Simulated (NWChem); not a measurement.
The numbers come from NWChem runs, not from measurements. System: C₂H₆O, charge 0, spin multiplicity 1, displaced from the optimised geometry. Level: MP2/cc-pVDZ, 3 core orbitals frozen, spin-restricted.

The NWChem input:

```
start mol
memory heap 200 mb stack 900 mb global 1100 mb
geometry units angstroms nocenter noautoz noautosym
  C     -1.196103     0.135848     0.249933
  C      0.078198    -0.423526    -0.353377
  O      1.221697     0.310521    -0.003404
  H     -2.080322    -0.425757    -0.089924
  H     -1.324808     1.192093    -0.031213
  H     -1.173038     0.079390     1.351459
  H      0.286637    -2.566463     0.185497
  H      0.017988    -0.387799    -1.453140
  H      1.311621     0.278963     0.954656
end
basis spherical
  * library cc-pvdz
end
scf
  rhf
  nopen 0
  maxiter 100
  thresh 1e-7
  semidirect memsize 60000000 filesize 0
end
mp2
  freeze core 3
end
task mp2 energy
```

Part of the output:

```
             Northwest Computational Chemistry Package (NWChem) 7.3.0
             --------------------------------------------------------

                                NWChem Input Module
                                -------------------

 Scaling coordinates for geometry "geometry" by  1.889725989
 (inverse scale =  0.529177249)

                             Geometry "geometry" -> ""
                             -------------------------

 Output coordinates in angstroms (scale by  1.889725989 to convert to a.u.)

  No.       Tag          Charge          X              Y              Z
 ---- ---------------- ---------- -------------- -------------- --------------
    1 C                    6.0000    -1.19610300     0.13584800     0.24993300
    2 C                    6.0000     0.07819800    -0.42352600    -0.35337700
    3 O                    8.0000     1.22169700     0.31052100    -0.00340400
    4 H                    1.0000    -2.08032200    -0.42575700    -0.08992400
    5 H                    1.0000    -1.32480800     1.19209300    -0.03121300
    6 H                    1.0000    -1.17303800     0.07939000     1.35145900
    7 H                    1.0000     0.28663700    -2.56646300     0.18549700
    8 H                    1.0000     0.01798800    -0.38779900    -1.45314000
    9 H                    1.0000     1.31162100     0.27896300     0.95465600

 Effective nuclear repulsion energy (a.u.)      79.0771181501

            Nuclear Dipole moment (a.u.)
            ----------------------------
        X                 Y               Z
 ---------------- ---------------- ----------------
     0.1969548014    -2.0247903742     0.5091658806


 Summary of "ao basis" -> "" (spherical)
 ------------------------------------------------------------------------------
       Tag                 Description            Shells   Functions and Types
 ---------------- ------------------------------  ------  ---------------------
 *                          cc-pvdz                   on all atoms

 Summary of "ao basis" -> "ao basis" (spherical)
 ------------------------------------------------------------------------------
[...]
     1   1 0 0     -0.566999      0.000000      0.196955
     1   0 1 0      0.969055      0.000000     -2.024790
     1   0 0 1      0.282005      0.000000      0.509166

     2   2 0 0    -15.767631      0.000000    106.498852
     2   1 1 0      0.327377      0.000000      2.491970
     2   1 0 1      1.738107      0.000000     -7.393731
     2   0 2 0    -20.793446      0.000000     37.074641
     2   0 1 1      0.723794      0.000000      5.554381
     2   0 0 2    -13.192866      0.000000     21.487232

                   NWChem MP2 Semi-direct Energy/Gradient Module
                   ---------------------------------------------

  Basis functions       =     72
  Molecular orbitals    =     72
  Frozen core           =      3
  Frozen virtuals       =      0
  Active alpha occupied =     10
  Active beta occupied  =     10
  Active alpha virtual  =     59
  Active beta virtual   =     59
  Use MO symmetry       = F
  Use skeleton AO sym   = F

  AO/Fock/Back tols     =   1.0D-09  1.0D-09  1.0D-09

 GA uses MA = F    GA memory limited = T

 Available:
  local mem=  1.26D+08
 global mem=  1.44D+08
 local disk=  0.00D+00
  mp2_memr nvloc                    59
  nvloc new                    59
   1 passes of  10:        3145728                      25620                   5280710.
   1 passes of  10: M    126146485           G      144168832           F     123000757.

 Semi-direct pass number   1 of   1  for RHF alpha+beta  at        0.9s
  vrange nnbf                  2628
  mp2_eaftype                    20  avail_ma_in_mb                  1099
 EAF : mp2_eaftype filesize          20    2640355.
  mp2_eaf for mointskh                     20
Node 0 wrote     12.4 Mb in      0.0 s     Agg I/O rate:  2317.3 Mb/s
 Done moints_semi at        2.1s
  mp2_eaftype                    20  avail_ma_in_mb                  1079
 EAF : mp2_eaftype filesize          20    2640355.
  mp2_eaf for kh                    20
 Done maket at        2.1s
 Done multipass loop at        2.1s

          -------------------------------------------
          SCF energy                -153.926792270408
          Correlation energy          -0.501405558838
          Singlet pairs               -0.328298474937
          Triplet pairs               -0.173107083901
          Total MP2 energy          -154.428197829246
          -------------------------------------------

          ---------------------------------------------------
                    Spin Component Scaled (SCS) MP2
          Same spin pairs                     -0.115404722601
          Same spin scaling factor             0.333333333333
          Opposite spin pairs                 -0.386000836237
          Opposite spin scaling fact.          1.200000000000
          SCS-MP2 correlation energy          -0.501669244351
          Total SCS-MP2 energy              -154.428461514760
          ---------------------------------------------------

 -----------------------
 Performance information
 -----------------------

 Timer overhead =  1.26D-07 seconds/call

               Nr. of calls         CPU time (s)                 Wall time (s)                GFlops
             ---------------    -------------------     ------------------------------   -------------------
Name         Min   Avg   Max    Min     Avg     Max     Min     Avg     Max   Mx/calls   Min     Max     Sum
mp2: moin     1     1     1    1.2     1.2     1.2      1.2     1.2     1.2     1.2      0.0     0.0     0.0
mp2: make     1     1     1   4.61E-2 4.61E-2 4.61E-2  4.61E-2 4.61E-2 4.61E-2 4.61E-2   0.0     0.0     0.0
mp2: tota     1     1     1    1.2     1.2     1.2      1.2     1.2     1.2     1.2      0.0     0.0     0.0

 The average no. of pstat calls per process was 3.00D+00
 with a timing overhead of 3.77D-07s

 Task  times  cpu:        2.1s     wall:        2.1s

 Total times  cpu:        2.1s     wall:        2.1s
```
